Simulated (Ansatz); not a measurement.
Species: 1,1,2,2-tetrafluoroethene, C$_{2}$F$_{4}$ (charge 0, singlet). SMILES: FC(F)=C(F)F
Geometry from a B3LYP-D3(BJ)/def2-TZVP (Ansatz, an electronic-structure program) optimisation:
```
C
F 1 1.3190
F 1 1.3190 2 113.18
C 1 1.3209 2 123.41 3 180.00
F 4 1.3190 1 123.41 2 -180.00
F 4 1.3190 5 113.18 1 180.00
```
Charge 0, spin multiplicity 1.

Quantity: atomisation energy (electronic, to ground-state atoms), in kcal/mol. Cores are frozen in the correlated levels unless marked. Open shells are spin-unrestricted. Spin-orbit coupling is left out. Non-relativistic. The coupled-cluster limit lacks core correlation, which all-electron functionals hold. CBS marks a two-point X^-3 extrapolation of the correlation energy; Hartree-Fock from the larger set. [CCSD(T)-MP2]/basis is that difference in the basis named.

```
level                            program  atomisation energy (kcal/mol)
------------------------  --------------  -----------------------------
HF/6-31G*                         Ansatz                          371.5
HF/aug-cc-pVDZ                    Ansatz                          362.5
HF/cc-pVDZ                        Ansatz                          355.9
RI-HF/aug-cc-pVQZ                 Ansatz                          375.8
RI-HF/cc-pVQZ                     Ansatz                          375.4
PBE/def2-TZVPD                    Ansatz                          630.0
revPBE-D3(BJ)/def2-TZVPD  Ansatz + dftd3                          598.7
```

Problem. What does RI-MP2/CBS(cc-pVTZ,cc-pVQZ)+[CCSD(T)-MP2]/cc-pVTZ (Ansatz) give?

Solution. 587.4 kcal/mol
